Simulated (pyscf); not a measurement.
**Hydrogen abstraction: Cl–AlH–Cl + H• -> [Cl–Al–Cl]• + H₂**

Gas phase, doublet surface, charge 0. Bonds broken: Al2–H4. Bonds formed: H4–H5. Structures and frequencies: ωB97X-D3(BJ)/def2-SVP in PySCF.

Transition state (Å):

```xyz
5

Cl     0.0405     0.9192     1.5224
Al    -0.9974    -0.5107     0.4094
Cl    -1.2963    -2.3952     1.2577
H     -1.5574    -0.1669    -1.0727
H     -2.0386     0.1243    -2.3256
```

One imaginary mode, 807i cm⁻¹; descent along it reached the two sides named.

| bond | change | reactant side (Å) | saddle | product side |
|---|---|---|---|---|
| Al2–H4 | breaks | 1.563 | 1.621 | 3.4 |
| H4–H5 | forms | 3.6 | 1.373 | 0.761 |

Electronic energies relative to the separated reactants (kJ/mol):

```csv
level,barrier,reaction energy,reverse barrier
ωB97X-D3(BJ)/def2-TZVP,15.1,-84.2,99.3
PBE/def2-TZVP,-2.3,-99.3,97.0
r²SCAN/def2-TZVP,-7.1,-101.7,94.6
B3LYP-D3(BJ)/def2-TZVP,-2.6,-101.4,98.8
PBE0-D3(BJ)/def2-TZVP,3.7,-91.7,95.4
M06-2X/def2-TZVP,14.6,-104.6,119.2
ωB97M-D3(BJ)/def2-TZVP,14.9,-82.5,97.4
HF/def2-TZVP,40.0,-64.6,104.6
```

With ωB97M-D3(BJ)/def2-TZVP energies and thermal terms (ideal gas, 1 atm, RRHO with modes under 100 cm⁻¹ raised to 100, one conformer, R ln 2 for chiral ones without a mode under 150 cm⁻¹), in kJ/mol:

```json
[
 {"T (K)": "298", "ΔH‡": "10.8", "ΔG‡": "35.9", "ΔH": "-74.0", "ΔG": "-79.3"},
 {"T (K)": "600", "ΔH‡": "9.5", "ΔG‡": "61.9", "ΔH": "-75.3", "ΔG": "-84.2"},
 {"T (K)": "900", "ΔH‡": "8.7", "ΔG‡": "88.3", "ΔH": "-78.0", "ΔG": "-88.2"},
 {"T (K)": "1200", "ΔH‡": "7.9", "ΔG‡": "115.0", "ΔH": "-81.3", "ΔG": "-91.1"}
]
```

At PBE, r²SCAN, B3LYP-D3(BJ) this geometry lies under the reactants; that is no barrier but a single point on another level's saddle; such a level's own saddle, if it has one, lies nearer that side and is low. One saddle was located; it need not be the lowest between these sides. The angle at the transferred H is 180°.
